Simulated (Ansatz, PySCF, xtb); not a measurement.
Protons, H atoms and electrons added to or taken from NC=O. Isolated molecules, 0 K electronic values unless said otherwise. One relaxed conformer stands for each flexible species; it need not be the lowest. Strings in code marks are SMILES.

Quantity: bond dissociation enthalpy (X–H) at 298 K, in kcal/mol. HF references are unrestricted for open shells and restricted for singlets. Enthalpy corrections at 298 K come from GFN2-xTB frequencies (xtb).

Level 1: frozen-core CCSD(T)/cc-pVTZ // B3LYP-D3(BJ)/def2-TZVP (Ansatz, a program for electronic structure)
Level 2: PBE-D3(BJ)/def2-TZVP // B3LYP-D3(BJ)/def2-TZVP (PySCF)
Level 3: B3LYP/3-21G // B3LYP-D3(BJ)/def2-TZVP (PySCF)
Level 4: M06-2X/6-31G* // B3LYP-D3(BJ)/def2-TZVP (PySCF)

```tsv
species	level 1	level 2	level 3	level 4
H atom removed from N1: `[NH]C=O` (H–N–C–O torsion 26°)	112.7	109.8	114.1	112.8
H atom removed from C2: `N[C]=O`	92.9	89.1	92.2	93.8
```
